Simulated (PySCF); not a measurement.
Isomers of C3H4, one GFN2-xTB conformer each. Single-point energies are computed at PBE0/pcSseg-1 (PySCF, gas phase, no added dispersion term), electronic only.

| SMILES | GFN2-xTB relative energy (kJ/mol) |
| --- | --- |
| C1=CC1 | 92.2 |
| C#CC | 0.0 |
| C=C=C | 20.7 |

Problem. What does PBE0/pcSseg-1 give for the same structures?

Solution. 
```csv
SMILES,PBE0/pcSseg-1 E (Eh),PBE0/pcSseg-1 (kJ/mol),GFN2-xTB (kJ/mol),point group
C=C=C,-116.49219,0.0,20.7,D2d
C#CC,-116.49022,5.2,0.0,C3v
C1=CC1,-116.45983,85.0,92.2,C2v
```

GFN2-xTB puts C#CC lowest instead; measured from each level's own lowest isomer, the values differ by up to 20.7 kJ/mol (C=C=C: 20.7 against 0.0). As drawn, the lowest has cumulated double bonds, which the highest lacks; the highest has a three-membered ring, which the lowest lacks. Neighbours under 10 kJ/mol apart (C=C=C and C#CC) can change places with a better method, another conformer or zero-point energy.

Problem. Which frontier levels, dipoles and rotational constants go with these structures?

Solution. 
```tsv
SMILES	HOMO (eV, PBE0/pcSseg-1)	LUMO (eV)	dipole (D)	A, B, C (MHz)
C=C=C	-7.75	0.41	0.00	149099, 9056, 9054
C#CC	-7.73	1.48	0.81	159331, 8724, 8724
C1=CC1	-7.23	0.14	0.47	30143, 22301, 13995
```
